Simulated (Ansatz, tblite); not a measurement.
**The cluster Be₂Te₂+: rung by rung**

One table from this session's results is given with a row withheld; the runs are named, their logs left out.

Computed with Ansatz 0.2.0, Gaussian basis. Level: as each input shows.

Levels to be run: GFN1-xTB, GFN2-xTB, PBE-D4/def2-TZVP, r2SCAN-D4/def2-TZVP, ωB97M-V/def2-TZVP, r2SCANh-D4/def2-TZVP, B97M-V/def2-TZVP, CAM-B3LYP-D4/def2-TZVP, HSE06-D4/def2-TZVP, LC-ωPBE(0.10)/def2-TZVP, LC-ωPBE(0.15)/def2-TZVP, LC-ωPBE(0.20)/def2-TZVP, LC-ωPBE(0.30)/def2-TZVP, PBE-D4/def2-SVP, PBE0-D4/def2-SVP, CCSD(T)/def2-TZVPP, MP2/def2-TZVP, RPA/def2-TZVP.

4 further runs of the same task are left out: 4 set aside as unsound or not needed.

### The geometry

The geometry is that of the doublet, from an earlier relaxation (r2SCAN-D4/def2-TZVP). At that level it is the lowest of the isomers that a small search found.

4 atoms, charge 1, spin multiplicity 2.

Bond lengths: Be1–Te3 2.283 Å, Be1–Te4 2.283 Å, Be2–Te3 2.283 Å, Be2–Te4 2.283 Å. Angles: Te3–Be1–Te4 123.6°, Te3–Be2–Te4 123.6°, Be1–Te3–Be2 56.4°, Be1–Te4–Be2 56.4°.

Te takes a core potential in the def2 sets. No spin-orbit coupling is included. The ion is computed in the gas phase, without counter-ions or solvent.

PBE0-D4/def2-TZVP was run before; its log isn't repeated, and its numbers join the tables.

The first run:

Tight binding, by tblite at 300 K electronic temperature and without a spin-polarisation term:

```python
tblite.interface.Calculator('GFN1-xTB', numbers, positions, charge=1, uhf=1).singlepoint()
```

Tight binding, by tblite at 300 K electronic temperature and without a spin-polarisation term:

```python
tblite.interface.Calculator('GFN2-xTB', numbers, positions, charge=1, uhf=1).singlepoint()
```

start.molden holds the orbitals of an earlier run on this state, given as this run's starting guess.

Input file in.yaml:

```yaml
crystal:
  periodic: [false, false, false]
  atoms:
    - {symbol: Be, position_ang: [-0.118054, 0.762382, 0.754825]}
    - {symbol: Be, position_ang: [0.118020, -0.762441, -0.754770]}
    - {symbol: Te, position_ang: [1.879153, -0.337535, 0.634806]}
    - {symbol: Te, position_ang: [-1.879129, 0.337594, -0.634862]}
basis:
  gaussian: {orbitals: def2-TZVP, initial_orbitals: start.molden}
total_charge: 1
magnetization: {spin_polarized: true, initial_magnetization: 1}
hamiltonian: {xc: pbe, dispersion: d4}
scf: {omitted_lower_state_checks: [starts]}
output: {forces: true, orbitals: {seedname: orbitals}}
```

The run is started by

```bash
$ ansatz run in.yaml --threads 4 --pin off --events-out ev --progress --plain --max-ram 3916MiB
```

Among the steps run: PBE-D4/def2-TZVP; r2SCAN-D4/def2-TZVP; ωB97M-V/def2-TZVP; r2SCANh-D4/def2-TZVP; B97M-V/def2-TZVP; CAM-B3LYP-D4/def2-TZVP; HSE06-D4/def2-TZVP; LC-ωPBE(0.10)/def2-TZVP; LC-ωPBE(0.15)/def2-TZVP; LC-ωPBE(0.20)/def2-TZVP; LC-ωPBE(0.30)/def2-TZVP; PBE-D4/def2-SVP; PBE0-D4/def2-SVP; CCSD(T)/def2-TZVPP; MP2/def2-TZVP; RPA/def2-TZVP.

One of the session's tables, all rows but one given; the rest of the session is left out.

```
                  level  HOMO (eV)  LUMO (eV)  gap (eV)
        PBE-D4/def2-SVP     -11.01     -10.26      0.75
       PBE-D4/def2-TZVP     -10.98     -10.22      0.76
    r2SCAN-D4/def2-TZVP     -11.36     -10.11      1.24
       B97M-V/def2-TZVP     -11.16      -9.97      1.19
   r2SCANh-D4/def2-TZVP     -11.75      -9.86      1.88
       PBE0-D4/def2-SVP     -12.08      -9.65      2.43
      PBE0-D4/def2-TZVP     -12.03      -9.60      2.43
     HSE06-D4/def2-TZVP     -11.66      -9.95      1.72
 CAM-B3LYP-D4/def2-TZVP          ?          ?         ?
      ωB97M-V/def2-TZVP     -13.57      -7.94      5.63
LC-ωPBE(0.10)/def2-TZVP     -12.37      -8.93      3.44
LC-ωPBE(0.15)/def2-TZVP     -12.93      -8.52      4.41
LC-ωPBE(0.20)/def2-TZVP     -13.40      -8.25      5.16
LC-ωPBE(0.30)/def2-TZVP     -13.73      -7.92      5.81
```

**Question.** Estimate the row for CAM-B3LYP-D4/def2-TZVP.

The run gave: HOMO (eV): -12.88; LUMO (eV): -8.74; gap (eV): 4.15. In the column «HOMO (eV)» it lies between LC-ωPBE(0.15)/def2-TZVP (-12.93) and LC-ωPBE(0.10)/def2-TZVP (-12.37).

Caveats from the session: Notes on CCSD(T)/def2-TZVPP: spin contamination.
